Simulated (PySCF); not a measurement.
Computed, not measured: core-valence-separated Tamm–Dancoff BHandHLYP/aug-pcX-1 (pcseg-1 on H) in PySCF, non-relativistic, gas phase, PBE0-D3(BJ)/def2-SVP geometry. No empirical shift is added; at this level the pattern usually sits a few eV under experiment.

Main lines of an unknown, eV (oscillator strength): C K: 285.4 (0.014), 285.6 (0.011), 285.6 (0.013), 285.7 (0.020), 285.8 (0.015); N K: 399.2 (0.015), 400.0 (0.032), 401.0 (0.008), 401.6 (0.008), 402.0 (0.006). Listed: the first five lines at most of each edge with a tenth or more of its strongest line's intensity; roots within 0.03 eV on the same or equivalent atoms are summed. Only the lowest roots were sought, and the top ones are left out.

Question: Which candidate gives them?
A. `C=C[C@H](C)N`
B. `C=NCCC`
C. `C/C=N/CC`
D. `NC1CCC1`

Answer: D. 

- `NC1CCC1`: C K: 285.4 (0.014), 285.6 (0.011), 285.6 (0.013), 285.7 (0.020), 285.8 (0.015); N K: 399.2 (0.015), 400.0 (0.032), 401.0 (0.008), 401.6 (0.008), 402.0 (0.006). First C line listed at 285.4 eV, hole on the four-membered-ring carbon; first N line listed at 399.2 eV, hole on the primary amine nitrogen.
- `C/C=N/CC`: C K: 283.1 (0.069), 285.3 (0.009), 285.5 (0.010), 285.8 (0.018), 286.1 (0.020); N K: 396.2 (0.060). First C line listed at 283.1 eV, hole on the imine carbon (1s→π*); first N line listed at 396.2 eV, hole on the imine nitrogen.
- `C=NCCC`: C K: 282.8 (0.064), 285.3 (0.009), 285.5 (0.012), 285.8 (0.011), 285.9 (0.011); N K: 396.0 (0.063), 402.4 (0.007). First C line listed at 282.8 eV, hole on the imine carbon (1s→π*); first N line listed at 396.0 eV, hole on the imine nitrogen.
- `C=C[C@H](C)N`: C K: 282.6 (0.048), 282.6 (0.074), 285.3 (0.012), 285.7 (0.010), 285.8 (0.018); N K: 399.2 (0.015), 400.1 (0.032), 400.6 (0.008), 401.2 (0.007), 401.7 (0.008). First C line listed at 282.6 eV, hole on the alkene CH carbon (1s→π*); first N line listed at 399.2 eV, hole on the primary amine nitrogen.

One conformer each; other structures than these candidates weren't tested.

Conformer computed: `[NH2:1][CH:2]1[CH2:3][CH2:4][CH2:5]1`: H–N1–C2–C3 -62°, H–N1–C2–C3 179°.
